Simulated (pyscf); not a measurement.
# Routes from `[CH3][SnH3]` + `[SH2]`

Candidate steps break at most two bonds and form at most two. Each was searched with GFN2-xTB (tblite) first. Optimised with ωB97X-D3(BJ)/def2-SVP in PySCF. Energies: ωB97M-D3(BJ)/def2-TZVP, kcal/mol, from the separated reactants, singlet surface; ΔG‡ with ideal gas, 1 atm, RRHO with modes under 100 cm⁻¹ raised to 100, one conformer, R ln 2 for chiral ones without a mode under 150 cm⁻¹.

```
products                          type    ΔE‡     ΔE  ΔG‡ 298 K  ΔG‡ 900 K  ν‡ (cm⁻¹)
----------------  --------------------  -----  -----  ---------  ---------  ---------
H₃C–SnH₂–SH + H₂  four-centre exchange   40.3   -9.1       48.9       67.8      1416i
CH₄ + HS–SnH₃     four-centre exchange   44.8  -19.6       53.6       72.9      1518i
HS–CH₂–SnH₃ + H₂  four-centre exchange  110.5  +20.0      116.6      136.2      1261i
```

Plain bond fissions and candidates not yet searched are not listed, and one of them may be faster. Each barrier is that of the saddle found; lower ones may exist. A restricted solution here is unstable towards spin polarisation, so biradical character is likely and single-reference numbers are less safe. Elements past Kr carry the def2 core potentials, without spin-orbit coupling.
